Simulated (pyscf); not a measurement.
A first-order saddle from PySCF, ωB97X-D3(BJ)/def2-SVP:

```xyz
9

As    -1.6640    -0.4053    -0.6569
As    -1.5685     0.6224     1.5122
H      0.0856    -1.3262    -0.3232
H     -2.2178     0.9442    -1.2015
H     -0.6867    -0.4528     2.1183
H     -0.3880     1.4997     1.1455
O      0.0228     0.3920    -1.5750
H      0.4266    -0.5109    -1.0454
H      0.0089     0.2572    -2.5378
```

Surface: singlet, charge 0. Lowest wavenumbers (cm⁻¹): 1325i, 101, 188, 286, 315.

**Question.** Which two sides does it connect, and which bonds change?

**Answer.** H₂As–AsH₂ + H₂O ⇌ HO–AsH–AsH₂ + H₂, a four-centre exchange read from left to right: As–H, H–O broken and As–O, H–H formed. At ωB97M-D3(BJ)/def2-TZVP it lies +2.58 eV from the left side and +2.10 eV from the right (each side as separated species at their lowest minima found). The same reactants have a lower exit, to AsH₂• + AsH₂• + H₂O (no saddle counted: cutting one bond costs +2.16 eV at ωB97M-D3(BJ), against +2.58 eV here). One saddle was located; it need not be the lowest between these sides. Elements up to Kr have no core potential and no relativistic terms here.
